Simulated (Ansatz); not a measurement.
Relaxation of CH₄ (5 atoms, charge 0, multiplicity 1), to a largest force component of 0.02 eV/Å in at most 40 steps.

The calculation used UKS LDA/def2-SVP (Ansatz 0.2.0).

```xyz
5
Properties=species:S:1:pos:R:3:forces:R:3
C 0.000 0.000 0.000 0.00 0.00 0.00
H 0.158 -0.242 1.043 0.13 -0.19 0.84
H -1.000 0.393 -0.132 -0.80 0.32 -0.11
H 0.119 -0.893 -0.599 0.10 -0.72 -0.48
H 0.723 0.742 -0.312 0.58 0.60 -0.25
```

Q: Where does it end, and by what steps?

A: The forces met the threshold. After 2 steps the energy has fallen by 0.042 eV; H5 moved furthest, 0.02 Å.

```
step  energy less start (eV)  largest force component (eV/Å)  accepted
   0                  0.0000                           0.836       yes
   1                 -0.0393                           0.217       yes
   2                 -0.0423                           0.008       yes
```

```xyz
5
Properties=species:S:1:pos:R:3
C 0.000 0.000 0.000
H 0.161 -0.247 1.067
H -1.023 0.401 -0.135
H 0.122 -0.914 -0.613
H 0.740 0.759 -0.319
```

Whether the end is a true minimum wasn't checked by a vibrational analysis.

The run took 2.5 s on 1 thread of Intel(R) Xeon(R) Processor @ 2.70GHz, on a shared host, peak memory 0.093 GiB.
